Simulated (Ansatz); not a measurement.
What does this script print? It uses the Python package of Ansatz (0.2.0).

`run_bend.py`:
```python
import ansatz as az
from ase import Atoms


def main() -> None:
    atoms = Atoms(["O", "Si", "H", "H", "H"], positions=[
        [0.55731, -0.43376, 0.79846],
        [0.00193, 0.34195, -0.53394],
        [0.72569, -1.37066, 0.8148],
        [-1.24482, -0.25358, -1.00076],
        [-0.04011, 1.71604, -0.07856],
    ])

    first = (
        az.Crystal.molecule_from_ase(atoms).calculation()
        .basis(gaussian="cc-pVDZ")
        .functional("hf")
        .spin("collinear", total=1)
        .relax(force_tolerance=0.02, max_steps=80)
    )
    atoms.positions = first.run().report["positions_ang"]

    rows = []
    for angle in [85, 95, 105, 115, 125, 140, 160]:
        bent = atoms.copy()
        bent.set_angle(1, 0, 2, angle, indices=[2])
        base = (
            az.Crystal.molecule_from_ase(bent).calculation()
            .basis(gaussian="cc-pVDZ")
            .functional("hf")
            .spin("collinear", total=1)
        )
        rows.append((angle, base.run().report["free_energy_ev"]))
    floor = min(e for _, e in rows)
    for angle, e in rows:
        print(f"angle Si1-O0-H2 = {angle:3d} deg   {1000 * (e - floor):9.1f} meV")


if __name__ == "__main__":
    main()
```

```console
$ python run_bend.py
angle Si1-O0-H2 =  85 deg       551.2 meV
angle Si1-O0-H2 =  95 deg       239.6 meV
angle Si1-O0-H2 = 105 deg        66.2 meV
angle Si1-O0-H2 = 115 deg         0.0 meV
angle Si1-O0-H2 = 125 deg        13.9 meV
angle Si1-O0-H2 = 140 deg       128.2 meV
angle Si1-O0-H2 = 160 deg       325.2 meV
```

Notes:
- The scan is rigid, and the energies are electronic, in a modest basis. The zero is the lowest point of the grid, which needn't be the minimum.
- The species is open-shell (spin multiplicity 2).
- Hardware and time: 6.7 s on 1 thread of Arm Neoverse V1, on a shared host, peak memory 0.17 GiB.
